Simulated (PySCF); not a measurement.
# Working out the ionisation energy of Ar

Ar [Ar] (1S) → Ar⁺ [Ne] 3s2 3p5 (2P). Calculation: PySCF 2.14, in aug-cc-pV(Q+d)Z with one added diffuse shell each of s, p, d, f, g type (8s7p6d4f3g, 114 functions); no relativity, point nucleus. Frozen: [Ne]. Energies in hartree (1 hartree = 27.21139 eV):

```
             part   Ar (lower)  Ar⁺ (upper)
              UHF  -526.816811  -526.282138
MP2 opposite-spin    -0.178398    -0.145379
    MP2 same-spin    -0.054950    -0.040212
```

Task: What does Hartree-Fock give?

Result: (-526.282138) − (-526.816811) = 0.534673 hartree = 14.549 eV.

Task: What do MP2 and SCS-MP2 (6/5 opposite-spin, 1/3 same-spin) give?

Result: The opposite-spin parts differ by 0.898 eV and the same-spin parts by 0.401 eV. MP2: 14.549 + (0.898) + (0.401) = 15.848 eV. SCS-MP2: 14.549 + 1.2 × (0.898) + (0.401)/3 = 15.760 eV.

Measured between the centres of the two terms (NIST): 15.819 eV, so MP2 (valence) is off by 0.029 eV.

What remains against the reference includes basis incompleteness, the frozen core and correlation beyond second order.
